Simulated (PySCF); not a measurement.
**ClFH2O, a complex of two parts: interaction energy, part 1 of 3**

Aim: the interaction energy of `FCl` with `O`.

Computed with PySCF 2.14.0; each step states its level. No surroundings beyond the atoms listed, unless a continuum is named. Atoms count from 0, parts from 1.

### 1 Starting point

5 atoms, charge 0, multiplicity 1; geometry: GFN2-xTB. Parts: 1 = atoms 0–1, `FCl`, charge 0; 2 = atoms 2–4, `O`, charge 0.

### 2 Relaxing the molecule at PBE0-D3(BJ)/def2-TZVPD

What the job is given:

```
{"job": {"xc": "PBE0", "basis": "def2-TZVPD", "d3": "d3bj", "grid": 3, "kind": "geom", "shake": 0.01}, "charge": 0, "multiplicity": 1, "parts": [{"atoms": "0-1", "charge": 0, "multiplicity": 1}, {"atoms": "2-4", "charge": 0, "multiplicity": 1}]}
Cl     0.854543     0.411583    -0.471380
F     -0.580490    -0.253204     0.226866
O      2.725658     1.251875    -1.499731
H      3.488602     0.636356    -1.301218
H      2.586831     1.230059    -2.450507
```

Started as:

```
$ OMP_NUM_THREADS=1 python cluster_run.py task.json out
```

This one command runs all jobs of the session in turn.

Output:

```text
step   0  E = -636.15944231  max force = 0.028331
step   1  E = -636.16224688  max force = 0.009856
step   2  E = -636.16314549  max force = 0.005558
step   3  E = -636.16369973  max force = 0.001064
step   4  E = -636.16374814  max force = 0.000639
step   5  E = -636.16379077  max force = 0.000826
step   6  E = -636.16383596  max force = 0.000680
step   7  E = -636.16384408  max force = 0.000277
optimisation converged
```

Run time: 61 s. Hardware: 1 thread of Arm Neoverse N1, shared host; peak memory 0.59 GiB.

Along the way:

| step | energy from step 0 (eV) | largest force component (eV/Å) |
| --- | --- | --- |
| 0 | 0.0000 | 1.4568 |
| 1 | -0.0763 | 0.5068 |
| 2 | -0.1008 | 0.2858 |
| 3 | -0.1159 | 0.0547 |
| 4 | -0.1172 | 0.0329 |
| 5 | -0.1183 | 0.0425 |
| 6 | -0.1196 | 0.0350 |
| 7 | -0.1198 | 0.0142 |

Close pairs (by a distance rule), those that changed most:

| bond | before (Å) | after (Å) | change (Å) |
| --- | --- | --- | --- |
| Cl0–F1 | 1.729 | 1.647 | -0.082 |
| O2–H3 | 1.000 | 0.962 | -0.038 |
| O2–H4 | 0.961 | 0.962 | +0.001 |

The end geometry stands in the next job.

| at the end point | value |
| --- | --- |
| point group (found at 0.08 Å tolerance) | Cs |
| rotational constants (GHz, main isotopes) | 297.1, 3.209, 3.195 |
| dipole moment (D) | 3.61 |

Contacts at the end point (a selection, picked against the atoms' radii; other short pairs can be missing):

| atoms | distance (Å) | kind (by distance and angle) | angle (°) |
| --- | --- | --- | --- |
| Cl0···O2 | 2.42 | halogen bond | 179 |

Against the parts relaxed at this level the binding energy is -6.65 kcal/mol, without counterpoise.

### 3 Coupled-cluster interaction energy: CCSD(T) and MP2, 2.42 Å

What the job is given:

```
{"job": {"kind": "intercc", "basis": "aug-cc-pVDZ", "basis_mid": "aug-cc-pVTZ", "basis_large": "aug-cc-pVQZ"}, "charge": 0, "multiplicity": 1, "parts": [{"atoms": "0-1", "charge": 0, "multiplicity": 1}, {"atoms": "2-4", "charge": 0, "multiplicity": 1}]}
Cl     0.808943     0.394836    -0.440232
F     -0.520588    -0.219423     0.313723
O      2.752259     1.282318    -1.570179
H      3.467649     0.675227    -1.356648
H      2.559861     1.135235    -2.501544
```

With the program's defaults for keys left out, this is: CCSD(T)/aug-cc-pVDZ and MP2/aug-cc-pVTZ, aug-cc-pVQZ counterpoise interaction energy, frozen core, gas phase.

Output:

```text
part 1, own basis, geometry of the cluster
final grid: 23352 points
cycle   1  E = -558.8774455729  dE =  1.150e-02  |g| = 3.544e-01  |ddm| = 1.866e+00
cycle   2  E = -558.8989519099  dE = -2.151e-02  |g| = 1.587e-01  |ddm| = 4.459e-01
cycle   3  E = -558.9025990637  dE = -3.647e-03  |g| = 4.565e-02  |ddm| = 1.582e-01
cycle   4  E = -558.9029482501  dE = -3.492e-04  |g| = 1.167e-02  |ddm| = 4.745e-02
cycle   5  E = -558.9029877967  dE = -3.955e-05  |g| = 1.693e-03  |ddm| = 1.368e-02
cycle   6  E = -558.9029890469  dE = -1.250e-06  |g| = 3.244e-04  |ddm| = 2.193e-03
cycle   7  E = -558.9029891171  dE = -7.018e-08  |g| = 1.033e-04  |ddm| = 6.926e-04
cycle   8  E = -558.9029891227  dE = -5.622e-09  |g| = 2.974e-05  |ddm| = 2.058e-04
cycle   9  E = -558.9029891234  dE = -6.526e-10  |g| = 1.012e-05  |ddm| = 7.766e-05
converged SCF energy = -558.9029891234

part 2, own basis, geometry of the cluster
final grid: 21952 points
cycle   1  E = -76.0244064532  dE = -1.524e-01  |g| = 4.357e-01  |ddm| = 2.786e+00
cycle   2  E = -76.0496789069  dE = -2.527e-02  |g| = 2.608e-01  |ddm| = 7.436e-01
cycle   3  E = -76.0600889020  dE = -1.041e-02  |g| = 2.574e-02  |ddm| = 2.810e-01
cycle   4  E = -76.0602413445  dE = -1.524e-04  |g| = 5.733e-03  |ddm| = 3.223e-02
cycle   5  E = -76.0602555803  dE = -1.424e-05  |g| = 1.207e-03  |ddm| = 1.042e-02
cycle   6  E = -76.0602565038  dE = -9.236e-07  |g| = 2.273e-04  |ddm| = 2.708e-03
cycle   7  E = -76.0602565416  dE = -3.775e-08  |g| = 3.559e-05  |ddm| = 7.321e-04
cycle   8  E = -76.0602565424  dE = -7.819e-10  |g| = 4.322e-06  |ddm| = 1.046e-04
converged SCF energy = -76.0602565424

part 1, own basis, relaxed alone
final grid: 23352 points
cycle   1  E = -558.8791380102  dE =  5.901e-02  |g| = 3.551e-01  |ddm| = 1.872e+00
cycle   2  E = -558.9009260614  dE = -2.179e-02  |g| = 1.484e-01  |ddm| = 4.307e-01
cycle   3  E = -558.9041527395  dE = -3.227e-03  |g| = 4.284e-02  |ddm| = 1.456e-01
cycle   4  E = -558.9044672929  dE = -3.146e-04  |g| = 1.189e-02  |ddm| = 4.542e-02
cycle   5  E = -558.9045080055  dE = -4.071e-05  |g| = 1.843e-03  |ddm| = 1.365e-02
cycle   6  E = -558.9045095509  dE = -1.545e-06  |g| = 4.209e-04  |ddm| = 2.418e-03
cycle   7  E = -558.9045096784  dE = -1.275e-07  |g| = 1.489e-04  |ddm| = 9.460e-04
cycle   8  E = -558.9045096922  dE = -1.379e-08  |g| = 3.598e-05  |ddm| = 3.691e-04
cycle   9  E = -558.9045096932  dE = -9.551e-10  |g| = 8.077e-06  |ddm| = 1.048e-04
converged SCF energy = -558.9045096932

part 2, own basis, relaxed alone
final grid: 21952 points
cycle   1  E = -76.0245249749  dE = -1.479e-01  |g| = 4.359e-01  |ddm| = 2.791e+00
cycle   2  E = -76.0498626899  dE = -2.534e-02  |g| = 2.605e-01  |ddm| = 7.448e-01
cycle   3  E = -76.0602382585  dE = -1.038e-02  |g| = 2.575e-02  |ddm| = 2.809e-01
cycle   4  E = -76.0603902422  dE = -1.520e-04  |g| = 5.727e-03  |ddm| = 3.219e-02
cycle   5  E = -76.0604044530  dE = -1.421e-05  |g| = 1.204e-03  |ddm| = 1.042e-02
cycle   6  E = -76.0604053702  dE = -9.172e-07  |g| = 2.269e-04  |ddm| = 2.695e-03
cycle   7  E = -76.0604054075  dE = -3.737e-08  |g| = 3.531e-05  |ddm| = 7.321e-04
cycle   8  E = -76.0604054083  dE = -7.602e-10  |g| = 4.202e-06  |ddm| = 1.044e-04
converged SCF energy = -76.0604054083

cluster
final grid: 5040 points
cycle   1  E = -634.9643056938  dE = -9.568e-03  |g| = 4.479e-02  |ddm| = 4.560e-01
cycle   2  E = -634.9653793821  dE = -1.074e-03  |g| = 1.940e-02  |ddm| = 1.022e-01
cycle   3  E = -634.9655637832  dE = -1.844e-04  |g| = 1.292e-02  |ddm| = 4.046e-02
cycle   4  E = -634.9656268349  dE = -6.305e-05  |g| = 2.429e-03  |ddm| = 2.596e-02
cycle   5  E = -634.9656311736  dE = -4.339e-06  |g| = 1.056e-03  |ddm| = 7.046e-03
cycle   6  E = -634.9656316237  dE = -4.501e-07  |g| = 3.229e-04  |ddm| = 2.130e-03
cycle   7  E = -634.9656316818  dE = -5.810e-08  |g| = 9.727e-05  |ddm| = 7.855e-04
cycle   8  E = -634.9656316874  dE = -5.545e-09  |g| = 2.160e-05  |ddm| = 2.698e-04
cycle   9  E = -634.9656316877  dE = -3.596e-10  |g| = 8.439e-06  |ddm| = 6.192e-05
converged SCF energy = -634.9656316877

part 1 in the basis of the cluster
final grid: 5040 points
cycle   1  E = -558.9031347337  dE = -1.430e-04  |g| = 2.067e-03  |ddm| = 1.803e-01
cycle   2  E = -558.9031362596  dE = -1.526e-06  |g| = 2.604e-04  |ddm| = 1.819e-02
cycle   3  E = -558.9031362904  dE = -3.082e-08  |g| = 5.479e-05  |ddm| = 2.582e-03
cycle   4  E = -558.9031362910  dE = -5.331e-10  |g| = 2.411e-05  |ddm| = 1.230e-04
converged SCF energy = -558.9031362910

part 2 in the basis of the cluster
final grid: 5040 points
cycle   1  E = -76.0603342789  dE = -7.857e-05  |g| = 2.089e-03  |ddm| = 2.219e-01
cycle   2  E = -76.0603356539  dE = -1.375e-06  |g| = 3.030e-04  |ddm| = 2.712e-02
cycle   3  E = -76.0603356916  dE = -3.761e-08  |g| = 3.116e-05  |ddm| = 4.438e-03
cycle   4  E = -76.0603356920  dE = -4.450e-10  |g| = 1.400e-05  |ddm| = 2.014e-04
converged SCF energy = -76.0603356920

Interaction energy (kcal/mol)
  counterpoise       -4.740
  uncorrected        -5.331
  dispersion part     0.000
  deformation        -0.080
  binding            -4.821

Decomposition of the uncorrected value (kcal/mol)
  electrostatic     -14.500
  Pauli              19.840
  orbital            -6.836
  dispersion          0.000
  correlation        -3.835

Charge of each part in the cluster: -0.036 0.036
part 1, own basis, geometry of the cluster
final grid: 23352 points
cycle   1  E = -558.8885486499  dE =  1.009e-02  |g| = 3.668e-01  |ddm| = 1.988e+00
cycle   2  E = -558.9104247510  dE = -2.188e-02  |g| = 1.643e-01  |ddm| = 7.117e-01
cycle   3  E = -558.9142307210  dE = -3.806e-03  |g| = 4.690e-02  |ddm| = 2.497e-01
cycle   4  E = -558.9145951343  dE = -3.644e-04  |g| = 1.240e-02  |ddm| = 5.200e-02
cycle   5  E = -558.9146384867  dE = -4.335e-05  |g| = 1.953e-03  |ddm| = 1.816e-02
cycle   6  E = -558.9146400732  dE = -1.587e-06  |g| = 3.999e-04  |ddm| = 2.612e-03
cycle   7  E = -558.9146401819  dE = -1.086e-07  |g| = 1.377e-04  |ddm| = 7.514e-04
cycle   8  E = -558.9146401921  dE = -1.024e-08  |g| = 4.078e-05  |ddm| = 3.164e-04
cycle   9  E = -558.9146401933  dE = -1.179e-09  |g| = 1.274e-05  |ddm| = 1.108e-04
cycle  10  E = -558.9146401934  dE = -1.164e-10  |g| = 1.988e-06  |ddm| = 4.631e-05
converged SCF energy = -558.9146401934

part 2, own basis, geometry of the cluster
final grid: 21952 points
cycle   1  E = -76.0293741674  dE = -1.530e-01  |g| = 4.402e-01  |ddm| = 2.943e+00
cycle   2  E = -76.0548450602  dE = -2.547e-02  |g| = 2.637e-01  |ddm| = 6.929e-01
cycle   3  E = -76.0654441256  dE = -1.060e-02  |g| = 2.627e-02  |ddm| = 2.806e-01
cycle   4  E = -76.0655986810  dE = -1.546e-04  |g| = 5.924e-03  |ddm| = 3.206e-02
cycle   5  E = -76.0656133707  dE = -1.469e-05  |g| = 1.261e-03  |ddm| = 1.062e-02
cycle   6  E = -76.0656143592  dE = -9.886e-07  |g| = 2.442e-04  |ddm| = 2.728e-03
cycle   7  E = -76.0656144023  dE = -4.307e-08  |g| = 3.953e-05  |ddm| = 7.272e-04
cycle   8  E = -76.0656144033  dE = -9.882e-10  |g| = 5.100e-06  |ddm| = 1.195e-04
converged SCF energy = -76.0656144033

part 1, own basis, relaxed alone
final grid: 23352 points
cycle   1  E = -558.8903817044  dE =  5.744e-02  |g| = 3.676e-01  |ddm| = 2.003e+00
cycle   2  E = -558.9125420218  dE = -2.216e-02  |g| = 1.544e-01  |ddm| = 6.933e-01
cycle   3  E = -558.9159222345  dE = -3.380e-03  |g| = 4.394e-02  |ddm| = 2.388e-01
cycle   4  E = -558.9162506420  dE = -3.284e-04  |g| = 1.262e-02  |ddm| = 5.131e-02
cycle   5  E = -558.9162953858  dE = -4.474e-05  |g| = 2.120e-03  |ddm| = 1.733e-02
cycle   6  E = -558.9162973449  dE = -1.959e-06  |g| = 5.044e-04  |ddm| = 2.891e-03
cycle   7  E = -558.9162975289  dE = -1.840e-07  |g| = 1.832e-04  |ddm| = 1.046e-03
cycle   8  E = -558.9162975496  dE = -2.068e-08  |g| = 4.495e-05  |ddm| = 4.894e-04
cycle   9  E = -558.9162975510  dE = -1.384e-09  |g| = 1.071e-05  |ddm| = 1.300e-04
cycle  10  E = -558.9162975511  dE = -7.219e-11  |g| = 1.767e-06  |ddm| = 3.941e-05
converged SCF energy = -558.9162975511

part 2, own basis, relaxed alone
final grid: 21952 points
cycle   1  E = -76.0295033955  dE = -1.486e-01  |g| = 4.405e-01  |ddm| = 2.948e+00
cycle   2  E = -76.0550395802  dE = -2.554e-02  |g| = 2.634e-01  |ddm| = 6.938e-01
cycle   3  E = -76.0656040945  dE = -1.056e-02  |g| = 2.628e-02  |ddm| = 2.804e-01
cycle   4  E = -76.0657581398  dE = -1.540e-04  |g| = 5.916e-03  |ddm| = 3.201e-02
cycle   5  E = -76.0657728007  dE = -1.466e-05  |g| = 1.258e-03  |ddm| = 1.062e-02
cycle   6  E = -76.0657737824  dE = -9.817e-07  |g| = 2.438e-04  |ddm| = 2.717e-03
cycle   7  E = -76.0657738250  dE = -4.265e-08  |g| = 3.925e-05  |ddm| = 7.262e-04
cycle   8  E = -76.0657738260  dE = -9.630e-10  |g| = 4.970e-06  |ddm| = 1.190e-04
converged SCF energy = -76.0657738260

cluster
final grid: 5040 points
cycle   1  E = -634.9813700210  dE = -9.756e-03  |g| = 4.603e-02  |ddm| = 4.179e-01
cycle   2  E = -634.9824868774  dE = -1.117e-03  |g| = 1.975e-02  |ddm| = 9.208e-02
cycle   3  E = -634.9826787972  dE = -1.919e-04  |g| = 1.320e-02  |ddm| = 3.748e-02
cycle   4  E = -634.9827434403  dE = -6.464e-05  |g| = 2.512e-03  |ddm| = 2.512e-02
cycle   5  E = -634.9827480268  dE = -4.587e-06  |g| = 1.092e-03  |ddm| = 7.310e-03
cycle   6  E = -634.9827485235  dE = -4.967e-07  |g| = 3.467e-04  |ddm| = 2.290e-03
cycle   7  E = -634.9827485869  dE = -6.344e-08  |g| = 1.058e-04  |ddm| = 8.119e-04
cycle   8  E = -634.9827485933  dE = -6.391e-09  |g| = 2.380e-05  |ddm| = 3.125e-04
cycle   9  E = -634.9827485937  dE = -3.824e-10  |g| = 8.832e-06  |ddm| = 6.786e-05
converged SCF energy = -634.9827485937

part 1 in the basis of the cluster
final grid: 5040 points
cycle   1  E = -558.9146955530  dE = -5.261e-05  |g| = 1.248e-03  |ddm| = 2.037e-01
cycle   2  E = -558.9146961147  dE = -5.617e-07  |g| = 1.524e-04  |ddm| = 1.844e-02
cycle   3  E = -558.9146961254  dE = -1.068e-08  |g| = 2.285e-05  |ddm| = 2.409e-03
cycle   4  E = -558.9146961255  dE = -9.254e-11  |g| = 1.218e-05  |ddm| = 8.736e-05
converged SCF energy = -558.9146961255

part 2 in the basis of the cluster
final grid: 5040 points
cycle   1  E = -76.0656432839  dE = -2.880e-05  |g| = 1.119e-03  |ddm| = 2.404e-01
cycle   2  E = -76.0656436484  dE = -3.645e-07  |g| = 1.424e-04  |ddm| = 2.624e-02
cycle   3  E = -76.0656436572  dE = -8.812e-09  |g| = 1.361e-05  |ddm| = 3.865e-03
cycle   4  E = -76.0656436574  dE = -1.082e-10  |g| = 3.001e-06  |ddm| = 2.139e-04
converged SCF energy = -76.0656436574

Interaction energy (kcal/mol)
  counterpoise       -5.272
  uncorrected        -5.585
  dispersion part     0.000
  deformation         0.084
  binding            -5.188

Decomposition of the uncorrected value (kcal/mol)
  electrostatic     -14.501
  Pauli              19.925
  orbital            -6.987
  dispersion          0.000
  correlation        -4.022

Charge of each part in the cluster: -0.036 0.036
part 1 in the basis of the cluster: E(HF) = -558.860521817  E2 = -0.359209783  E(CCSD corr) = -0.374635292  (T) = -0.010660963
part 2 in the basis of the cluster: E(HF) = -76.041413415  E2 = -0.220291432  E(CCSD corr) = -0.228017552  (T) = -0.005337216
cluster: E(HF) = -634.904304175  E2 = -0.583293042  E(CCSD corr) = -0.604478983  (T) = -0.016815336

Counterpoise interaction energy (kcal/mol)
  hf_small                  -1.486
  mp2_small                 -3.866
  ccsd_small                -2.632
  ccsdt_small               -3.145
  hf_large                  -1.512
  mp2_large                 -5.272
  hf_middle                 -1.355
  mp2_middle                -4.740
  scs_mp2_large             -4.097
  mp2_limit                 -5.545
  ccsdt_less_mp2             0.721
  ccsdt_limit_estimate      -4.825
  bsse_mp2_large             0.313
```

It took 1.7 min on 1 thread of Arm Neoverse N1, shared host; peak memory 0.83 GiB.

Contacts at this geometry (a selection, picked against the atoms' radii; other short pairs can be missing):

| atoms | distance (Å) | kind (by distance and angle) | angle (°) |
| --- | --- | --- | --- |
| Cl0···O2 | 2.42 | halogen bond | 179 |

Differences are taken before rounding.

| method | interaction energy (kcal/mol) | from CCSD(T), limit estimate (kcal/mol) |
| --- | --- | --- |
| HF/aug-cc-pVDZ | -1.49 | +3.34 |
| MP2/aug-cc-pVDZ | -3.87 | +0.96 |
| CCSD/aug-cc-pVDZ | -2.63 | +2.19 |
| CCSD(T)/aug-cc-pVDZ | -3.15 | +1.68 |
| HF/aug-cc-pVQZ | -1.51 | +3.31 |
| MP2/aug-cc-pVQZ | -5.27 | -0.45 |
| SCS-MP2/aug-cc-pVQZ | -4.10 | +0.73 |
| MP2, extrapolated | -5.55 | -0.72 |
| CCSD(T), limit estimate | -4.82 | 0 |

These energies keep the parts at their geometry in the cluster; deforming them to it costs 0.08 kcal/mol (MP2).

### 4 Coupled-cluster interaction energy: CCSD(T) and MP2, 2.54 Å

The job, as its differences from that of step 3:

```diff
@@ -3,4 +3,4 @@
 F     -0.520588    -0.219423     0.313723
-O      2.752259     1.282318    -1.570179
-H      3.467649     0.675227    -1.356648
-H      2.559861     1.135235    -2.501544
+O      2.849425     1.326692    -1.626676
+H      3.564815     0.719601    -1.413145
+H      2.657027     1.179609    -2.558041
```

Method: CCSD(T)/aug-cc-pVDZ and MP2/aug-cc-pVTZ, aug-cc-pVQZ counterpoise interaction energy, frozen core, gas phase.

Output:

```text
part 1, own basis, geometry of the cluster: E = -558.9029891234 (as before)

part 2, own basis, geometry of the cluster: E = -76.0602565424 (as before)

part 1, own basis, relaxed alone: E = -558.9045096932 (as before)

part 2, own basis, relaxed alone: E = -76.0604054083 (as before)

cluster
final grid: 5040 points
cycle   1  E = -634.9664261502  dE = -6.363e-03  |g| = 3.569e-02  |ddm| = 3.841e-01
cycle   2  E = -634.9671070269  dE = -6.809e-04  |g| = 1.551e-02  |ddm| = 8.300e-02
cycle   3  E = -634.9672192857  dE = -1.123e-04  |g| = 1.017e-02  |ddm| = 3.095e-02
cycle   4  E = -634.9672575439  dE = -3.826e-05  |g| = 1.921e-03  |ddm| = 1.988e-02
cycle   5  E = -634.9672602419  dE = -2.698e-06  |g| = 7.721e-04  |ddm| = 5.396e-03
cycle   6  E = -634.9672605281  dE = -2.863e-07  |g| = 2.626e-04  |ddm| = 1.736e-03
cycle   7  E = -634.9672605631  dE = -3.502e-08  |g| = 8.607e-05  |ddm| = 5.954e-04
cycle   8  E = -634.9672605676  dE = -4.430e-09  |g| = 2.232e-05  |ddm| = 2.345e-04
cycle   9  E = -634.9672605680  dE = -4.532e-10  |g| = 9.760e-06  |ddm| = 6.916e-05
converged SCF energy = -634.9672605680

part 1 in the basis of the cluster
final grid: 5040 points
cycle   1  E = -558.9031138522  dE = -1.226e-04  |g| = 1.907e-03  |ddm| = 1.648e-01
cycle   2  E = -558.9031152026  dE = -1.350e-06  |g| = 2.428e-04  |ddm| = 1.585e-02
cycle   3  E = -558.9031152296  dE = -2.701e-08  |g| = 5.120e-05  |ddm| = 2.200e-03
cycle   4  E = -558.9031152301  dE = -4.745e-10  |g| = 2.257e-05  |ddm| = 1.059e-04
converged SCF energy = -558.9031152301

part 2 in the basis of the cluster
final grid: 5040 points
cycle   1  E = -76.0603297367  dE = -7.410e-05  |g| = 2.037e-03  |ddm| = 2.038e-01
cycle   2  E = -76.0603310257  dE = -1.289e-06  |g| = 2.928e-04  |ddm| = 2.506e-02
cycle   3  E = -76.0603310606  dE = -3.497e-08  |g| = 3.006e-05  |ddm| = 4.100e-03
cycle   4  E = -76.0603310611  dE = -4.228e-10  |g| = 1.318e-05  |ddm| = 1.998e-04
converged SCF energy = -76.0603310611

Interaction energy (kcal/mol)
  counterpoise       -5.037
  uncorrected        -5.535
  dispersion part     0.000
  deformation        -0.080
  binding            -5.117

Decomposition of the uncorrected value (kcal/mol)
  electrostatic     -10.687
  Pauli              12.684
  orbital            -4.516
  dispersion          0.000
  correlation        -3.016

Charge of each part in the cluster: -0.026 0.026
part 1, own basis, geometry of the cluster: E = -558.9146401934 (as before)

part 2, own basis, geometry of the cluster: E = -76.0656144033 (as before)

part 1, own basis, relaxed alone: E = -558.9162975511 (as before)

part 2, own basis, relaxed alone: E = -76.0657738260 (as before)

cluster
final grid: 5040 points
cycle   1  E = -634.9834337981  dE = -6.453e-03  |g| = 3.678e-02  |ddm| = 3.572e-01
cycle   2  E = -634.9841415820  dE = -7.078e-04  |g| = 1.578e-02  |ddm| = 7.525e-02
cycle   3  E = -634.9842583478  dE = -1.168e-04  |g| = 1.040e-02  |ddm| = 2.916e-02
cycle   4  E = -634.9842975622  dE = -3.921e-05  |g| = 1.989e-03  |ddm| = 1.913e-02
cycle   5  E = -634.9843004231  dE = -2.861e-06  |g| = 8.133e-04  |ddm| = 5.633e-03
cycle   6  E = -634.9843007463  dE = -3.233e-07  |g| = 2.765e-04  |ddm| = 1.871e-03
cycle   7  E = -634.9843007841  dE = -3.775e-08  |g| = 9.261e-05  |ddm| = 6.170e-04
cycle   8  E = -634.9843007890  dE = -4.925e-09  |g| = 2.398e-05  |ddm| = 2.642e-04
cycle   9  E = -634.9843007895  dE = -4.635e-10  |g| = 1.008e-05  |ddm| = 7.462e-05
converged SCF energy = -634.9843007895

part 1 in the basis of the cluster
final grid: 5040 points
cycle   1  E = -558.9146891586  dE = -4.675e-05  |g| = 1.170e-03  |ddm| = 1.888e-01
cycle   2  E = -558.9146896657  dE = -5.071e-07  |g| = 1.431e-04  |ddm| = 1.668e-02
cycle   3  E = -558.9146896752  dE = -9.478e-09  |g| = 2.272e-05  |ddm| = 2.127e-03
cycle   4  E = -558.9146896753  dE = -8.572e-11  |g| = 1.165e-05  |ddm| = 7.427e-05
converged SCF energy = -558.9146896753

part 2 in the basis of the cluster
final grid: 5040 points
cycle   1  E = -76.0656407789  dE = -2.636e-05  |g| = 1.049e-03  |ddm| = 2.151e-01
cycle   2  E = -76.0656411102  dE = -3.313e-07  |g| = 1.343e-04  |ddm| = 2.366e-02
cycle   3  E = -76.0656411183  dE = -8.157e-09  |g| = 1.342e-05  |ddm| = 3.558e-03
cycle   4  E = -76.0656411184  dE = -1.028e-10  |g| = 3.523e-06  |ddm| = 2.094e-04
converged SCF energy = -76.0656411184

Interaction energy (kcal/mol)
  counterpoise       -5.419
  uncorrected        -5.681
  dispersion part     0.000
  deformation         0.084
  binding            -5.334

Decomposition of the uncorrected value (kcal/mol)
  electrostatic     -10.708
  Pauli              12.764
  orbital            -4.594
  dispersion          0.000
  correlation        -3.143

Charge of each part in the cluster: -0.026 0.026
part 1 in the basis of the cluster: E(HF) = -558.860506837  E2 = -0.359089346  E(CCSD corr) = -0.374502005  (T) = -0.010645062
part 2 in the basis of the cluster: E(HF) = -76.041348729  E2 = -0.220191361  E(CCSD corr) = -0.227921451  (T) = -0.005321836
cluster: E(HF) = -634.905995682  E2 = -0.582293007  E(CCSD corr) = -0.603969784  (T) = -0.016611044

Counterpoise interaction energy (kcal/mol)
  hf_small                  -2.598
  mp2_small                 -4.488
  ccsd_small                -3.568
  ccsdt_small               -3.973
  hf_large                  -2.491
  mp2_large                 -5.418
  hf_middle                 -2.393
  mp2_middle                -5.037
  scs_mp2_large             -4.497
  mp2_limit                 -5.625
  ccsdt_less_mp2             0.516
  ccsdt_limit_estimate      -5.110
  bsse_mp2_large             0.262
```

Wall time 99 s (1 thread of Arm Neoverse N1, shared host); peak memory 0.96 GiB.

Contacts at this geometry (a selection, picked against the atoms' radii; other short pairs can be missing):

| atoms | distance (Å) | kind (by distance and angle) | angle (°) |
| --- | --- | --- | --- |
| Cl0···O2 | 2.54 | halogen bond | 179 |

| method | interaction energy (kcal/mol) | from CCSD(T), limit estimate (kcal/mol) |
| --- | --- | --- |
| HF/aug-cc-pVDZ | -2.60 | +2.51 |
| MP2/aug-cc-pVDZ | -4.49 | +0.62 |
| CCSD/aug-cc-pVDZ | -3.57 | +1.54 |
| CCSD(T)/aug-cc-pVDZ | -3.97 | +1.14 |
| HF/aug-cc-pVQZ | -2.49 | +2.62 |
| MP2/aug-cc-pVQZ | -5.42 | -0.31 |
| SCS-MP2/aug-cc-pVQZ | -4.50 | +0.61 |
| MP2, extrapolated | -5.63 | -0.52 |
| CCSD(T), limit estimate | -5.11 | 0 |

These energies keep the parts at their geometry in the cluster; deforming them to it costs 0.08 kcal/mol (MP2).

(Continued in part 2 of 3.)
